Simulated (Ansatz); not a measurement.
# FMg: the cost of one run

Program: the Python package of Ansatz 0.2.0. Level of theory: Hartree-Fock/def2-SVP. These are calculated values, not measurements.

### 1 The structure

Bond lengths: Mg1–F2 1.963 Å.

No structure file is read: the coordinates are typed or built in the script.

### 2 Script

freq_fmg.py reads:

```python
"""Vibrations of FMg."""

import itertools

import ansatz
from ase.data import atomic_numbers, covalent_radii
import numpy as np

BASIS = "def2-SVP"
FUNCTIONAL = "hf"


def main() -> None:
    geometry_ang = [
        ("Mg", (0.9813, 0.0, 0.0)),
        ("F", (-0.9813, 0.0, 0.0)),
    ]
    molecule = ansatz.Crystal.molecule()
    for symbol, xyz in geometry_ang:
        molecule = molecule.atom(symbol, xyz)

    calc = (
        molecule.calculation()
        .basis(gaussian=BASIS)
        .functional(FUNCTIONAL)
        .spin("collinear", total=1)
    )
    symbols = [site.symbol for site in molecule.cartesian_sites]
    start = np.array([site.position_ang for site in molecule.cartesian_sites], dtype=float)
    report = calc.relax(force_tolerance=0.003).run().report
    end = np.array(report["positions_ang"])

    # pairs closer than 1.2 times the sum of covalent radii, before or after
    radius = [covalent_radii[atomic_numbers[s]] for s in symbols]
    span = lambda where, i, j: np.linalg.norm(where[i] - where[j])
    bonded = [(i, j) for i, j in itertools.combinations(range(len(symbols)), 2) if min(span(start, i, j), span(end, i, j)) < 1.2 * (radius[i] + radius[j])]
    print("pair        before    after (A)")
    for i, j in bonded:
        print(f"{symbols[i]}{i}-{symbols[j]}{j}".ljust(10), f"{span(start, i, j):8.4f} {span(end, i, j):8.4f}")

    # same settings at the minimum
    minimum = ansatz.Crystal.molecule()
    for symbol, place in zip(symbols, end):
        minimum = minimum.atom(symbol, place.tolist())
    vibrating = (
        minimum.calculation()
        .basis(gaussian=BASIS)
        .functional(FUNCTIONAL)
        .spin("collinear", total=1)
        .phonons(temperatures=(100, 500, 100))
    )
    vib = vibrating.run().report["vibrations"]
    sums = vib["harmonic_sums"]
    modes = [m["omega_inv_cm"] for m in sums["modes_at_gamma"] if m["rigid_motion"] == "no"]
    for number, w in enumerate(modes, start=1):
        print(f"mode {number:2d} {w:9.1f} 1/cm {w / 8065.544 * 1000:8.2f} meV")
    print("imaginary modes:", sum(w < 0 for w in modes), " zero-point energy:", round(sums["zero_point_energy_ev"], 4), "eV")


if __name__ == "__main__":
    main()
```

### 3 What the engine is handed

The engine receives this input (first run):

```yaml
crystal:
  periodic: [false, false, false]
  atoms:
    - { symbol: Mg, position_ang: [0.9813, 0.0, 0.0] }
    - { symbol: F, position_ang: [-0.9813, 0.0, 0.0] }
basis:
  gaussian:
    orbitals: def2-SVP
hamiltonian:
  xc: hf
magnetization:
  spin_polarized: true
  initial_magnetization: 1.0
relax:
  f_tol: 0.003
```

### 4 Running it

Run with:

```bash
> python freq_fmg.py
```

**Question.** How long does this script take on 1 thread of Arm Neoverse N1, shared host, and how much memory does it need?

About 4.3 s, with a peak of 0.15 GiB.
